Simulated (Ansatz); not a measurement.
Basis-set extrapolation for `CNC(N)=S` (PBE0-D4/def2-TZVP geometry, frozen core, Ansatz). Multiplicity 1, RHF reference.

|  | def2-TZVPP | def2-QZVPP |
| --- | --- | --- |
| HF | -585.757038 | -585.777239 |
| MP2 correlation | -0.921137 | -0.988397 |
| CCSD(T) correlation | -1.001719 | not run |

Energies in hartree. Use E(X) = E(∞) + A·exp(−7.88·√X) for Hartree–Fock and E(X) = E(∞) + B·X^(−2.97) for correlation, with X = 3 and 4, and add CCSD(T) minus MP2 of the smaller set to the MP2 limit.

Q: What is the CCSD(T) energy at the basis-set limit?

A: HF limit: -585.777239 + (-0.020201) × 0.13774 = -585.78002. MP2 limit: -0.988397 + (-0.067260) × 0.74074 = -1.03822. Higher-order term: -1.001719 − (-0.921137) = -0.08058. Total: -586.89882 hartree, 87.9 kcal/mol below CCSD(T)/def2-TZVPP.
